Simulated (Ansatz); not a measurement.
**Which is lower?**

The two ends of one reaction step of C₂H₃S, doublet (PBE0-D4/def2-TZVP).

A:

```
6
angstrom
C -1.1027 0.1135 0.1741
C -0.4346 0.9875 -0.3082
S 1.3821 -1.3181 -0.4775
H -1.7018 -0.6586 0.5976
H 0.1506 1.7656 -0.7401
H 1.7064 -0.8900 0.7540
```

B:

C1  (-0.368, -0.035, 0.088)
C2  (-0.683, 1.139, -0.381)
S3  (1.172, -0.844, -0.265)
H4  (-1.070, -0.615, 0.681)
H5  (-0.267, 1.932, -0.981)
H6  (1.215, -1.577, 0.859)
(Å)

Computed with Ansatz 0.2.0 (basis: def2-TZVPP); correlated methods freeze the cores; orbitals are unrestricted. B3LYP uses VWN-RPA correlation.

Question: Which structure is lower at CCSD(T), and by how much? (To be estimated.)

Answer: The calculation gives: B, by 0.420 eV (electronic energy, against the other). By their contacts, A is a complex of C₂H₂ (C#C) + HS and B is C₂H₃S ([CH][CH][SH]).

All methods give the same order:

```tsv
method	E(B) − E(A) (eV)
SPW92	-0.853
PBE-D4	-0.681
BLYP-D4	-0.404
r2SCAN-D4	-0.732
B97M-V	-0.625
PBE0-D4	-0.742
B3LYP-D4	-0.476
r2SCAN0-D4	-0.761
BHLYP-D4	-0.522
CAM-B3LYP-D4	-0.501
wB97X-V	-0.576
wB97M-V	-0.492
B2PLYP	-0.409
PBE-QIDH	-0.624
RPA on PBE	-0.419
HF	-0.536
MP2	-0.110
CCSD	-0.418
CCSD(T)	-0.420
```

The T1 diagnostic stays at or below 0.036. ⟨S²⟩ of the unrestricted Hartree–Fock references: 0.76 to 0.96 (a pure state has 0.75). The unrestricted reference is spin-contaminated, which hurts MP2 most.

Labels in which every atom is bracketed show which atoms are joined, not bond orders.

For scale, one of the runs: CCSD(T)/def2-TZVPP, 146 basis functions, launched by `ansatz run in.yaml --threads 2 --pin off --events-out ev --progress --plain --max-ram 4352MiB`. Time: 20 s of wall clock on 2 CPU threads of an Intel Xeon 6975P-C; the host was shared. Peak host memory: 2.2 GiB.
